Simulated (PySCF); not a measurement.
Telling isomers of C₄H₄FN apart by NMR

Equivalent nuclei averaged, isolated molecule, one computed conformer, relativity neglected. NMR shieldings at PBE0/pcSseg-1/GIAO; J couplings at B3LYP/pcJ-1 (spin–dipole term left out of most H,H and C,H couplings); PBE0-D3(BJ)/def2-SVP geometry; PySCF 2.14.0 with density-fitted response routines.

Chemical shifts δ = σref − σ; ¹H, ¹³C against TMS, all at this level. Multiplet labels drop J under 1 Hz and among equivalent protons, and merge close values. Unscaled 3J(H,H) run several per cent high. Vicinal couplings that depend on rotamer populations or ring flexing (ring, CH–CH, X–H and H–F types) are those of the one conformer. One-bond C–F couplings are unscaled and too large by tens of Hz. Shifts are as computed. Against solution values, carbons near 30 ppm lie about +2 ppm off and those near 130 ppm about +5 ppm. Of 1211 compounds with measured shifts, 218 miss one by over three times the rms of a fit or turn the order of signals round; such compounds aren't used in these exercises.

(1) Tabulate the signals of `F/C=C\[C@H]1C=N1`, `C/C=C(\F)C#N`, `N#C/C=C/CF` and their relative energies.

(2) What is the quickest way to tell F/C=C\[C@H]1C=N1 from N#C/C=C/CF?

(3) What is the quickest way to tell C/C=C(\F)C#N from N#C/C=C/CF?

(4) What is the quickest way to tell F/C=C\[C@H]1C=N1 from C/C=C(\F)C#N?

Results:

(1) 
| SMILES | carbon types | δC | δH | E rel. (kcal/mol) |
| --- | --- | --- | --- | --- |
| F/C=C\[C@H]1C=N1 | 4×CH | 175.8, 159.3, 121.5, 24.2 | 10.19 (ddd, 1H), 6.87 (ddd, 1H), 4.04 (ddd, 1H), 2.58 (dd, 1H) | 38.5 |
| C/C=C(\F)C#N | 2×C 1×CH 1×CH3 | 141.1, 131.1, 118.1, 12.9 | 5.73 (dq, 1H), 1.95 (dd, 3H) | 0.0 |
| N#C/C=C/CF | 1×C 2×CH 1×CH2 | 157.8, 121.6, 106.2, 83.1 | 6.58 (ddt, 1H), 5.75 (dt, 1H), 5.13 (dt, 2H) | 0.2 |

Energies are electronic energies at PBE0/pcSseg-1 on these geometries, without zero-point or thermal terms, each for the one conformer computed, which needn't be the lowest.

(2) Both give the same number of carbon signals, but DEPT or the intensities differ. The first has a three-membered-ring carbon (CH) at 24.2 ppm, the second a nitrile carbon (C) at 121.6 ppm. Their most deshielded carbons lie at 175.8 and 157.8 ppm. In the proton spectra the most deshielded non-exchanging signals are 10.19 (ddd, J = 2.4, 2.0, 1.4 Hz, 1H) and 6.58 (ddt, J = 23.5, 17.6, 3.2 Hz, 1H).

(3) Both give the same number of carbon signals, but DEPT or the intensities differ. The first has an allylic methyl carbon (CH3) at 12.9 ppm, the second an allylic sp3 CH2 bonded to F at 83.1 ppm. Their most deshielded carbons lie at 141.1 and 157.8 ppm. In the proton spectra the most deshielded non-exchanging signals are 5.73 (dq, J = 22.9, 8.8 Hz, 1H) and 6.58 (ddt, J = 23.5, 17.6, 3.2 Hz, 1H).

(4) Both give the same number of carbon signals, but DEPT or the intensities differ. The first has a three-membered-ring carbon (CH) at 24.2 ppm, the second a fully substituted alkene carbon (C) at 141.1 ppm. Their most deshielded carbons lie at 175.8 and 141.1 ppm. In the proton spectra the most deshielded non-exchanging signals are 10.19 (ddd, J = 2.4, 2.0, 1.4 Hz, 1H) and 5.73 (dq, J = 22.9, 8.8 Hz, 1H).
